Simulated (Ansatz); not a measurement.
A made-up structure of CH₅AlN (charge +1), closed shell:

```xyz
8
angstrom
C -0.8699 0.5711 -0.3071
N 0.2397 0.5737 -0.0211
Al 0.7467 -0.9690 0.3329
H -1.6039 -0.3441 -0.3641
H -1.1056 1.4625 -0.4968
H 0.8751 1.4663 0.0137
H 2.1690 -0.6178 0.6480
H -0.4511 -2.1427 0.1946
```

It is relaxed with PBE-D4/def2-SVP and then PBE0-D4/def2-TZVP (Ansatz 0.2.0). Atoms count as bonded within 1.22 times the sum of their covalent radii (H–H: 0.88 Å). The end point is not checked to be a true minimum.

Problem. Does its bonding change? (A judgement: the text doesn't fix the answer.)

Solution. By the calculation: Yes. Formed: none; broken: C1–Al3.

Where it ends: The first stage lowers the energy by 3.69 eV in 9 steps. It ends as CH₅AlN ([CH2][NH][AlH2]), total charge +1:
```
8
angstrom
C -1.0412 0.7417 -0.3758
N 0.1754 0.5732 -0.0378
Al 0.9668 -1.1460 0.4151
H -1.7067 -0.1185 -0.4227
H -1.4355 1.7263 -0.6202
H 0.7360 1.4248 -0.0166
H 2.4729 -0.9917 0.7811
H -0.1677 -2.2098 0.2768
```

Labels in which every atom is bracketed show which atoms are joined, not bond orders.

For scale, one of the runs: PBE0-D4/def2-TZVP relaxation, 129 basis functions, launched by `ansatz run in.yaml --threads 2 --pin off --events-out ev --progress --plain --max-ram 4352MiB`. The run took about 11 s on 2 CPU threads of an Intel Xeon Platinum 8488C (shared host).
